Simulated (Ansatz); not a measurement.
H₄O₂Si, SMILES `O[SiH2]O`. Total charge 0; spin multiplicity 1. Geometry: relaxed with PBE0-D4/def2-TZVP. It is one conformer, not always the lowest.

```xyz
7

O     1.069   -0.138    0.970
Si    0.004   -0.345   -0.262
O    -1.077    0.883   -0.405
H     1.692    0.587    0.904
H     0.690   -0.367   -1.574
H    -0.668   -1.625    0.061
H    -1.709    1.005    0.306
```

(1) What is the dipole moment at r2SCAN/def2-TZVPP? (Best estimate.)

(2) And with PBE, B3LYP, ωB97M-V? (Estimate.)

(3) Give the Mulliken charges with r2SCAN, ωB97M-V, PBE in def2-TZVPP. (An estimate is asked.)

Answers

(1) The calculation gave: 1.10 D, with components (-0.01, 0.87, 0.66) D in this frame, pointing from negative to positive charge.

(2) Computed: PBE 1.09 D, B3LYP 1.03 D, ωB97M-V 1.06 D.

(3) Ansatz gave: 
| atom | r2SCAN | ωB97M-V | PBE |
| --- | --- | --- | --- |
| O1 | -0.42 | -0.38 | -0.35 |
| Si2 | 0.63 | 0.53 | 0.51 |
| O3 | -0.42 | -0.38 | -0.35 |
| H4 | 0.20 | 0.18 | 0.19 |
| H5 | -0.10 | -0.06 | -0.09 |
| H6 | -0.10 | -0.06 | -0.09 |
| H7 | 0.20 | 0.18 | 0.19 |

B3LYP here is the variant with VWN-RPA as its local correlation; programs differ in this.
